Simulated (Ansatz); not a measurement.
Cartesian coordinates in Å:
```
N 1.1644 -1.2156 -0.3206
C 0.4118 -0.2258 -0.2650
C -0.6377 0.6487 0.1882
O 0.2700 0.9020 -0.9535
H 0.9377 -1.8812 0.4122
H -0.4774 1.3070 1.0363
H -1.6687 0.4650 -0.0976
```

The species carries charge 0 and has multiplicity 1.

Problem. List the r2SCAN/def2-TZVPP orbital energies in eV (Ansatz 0.2.0). (Estimate.)

Solution. Ansatz gave: Occupied: -517.35, -385.13, -276.09, -275.34, -29.95, -23.80, -18.39, -15.21, -13.66, -13.31, -11.11, -10.01, -9.32, -7.25, -6.81. Lowest empty: -0.39, 0.31, 1.41, 2.07, 3.41, 3.87, 4.76, 5.34.
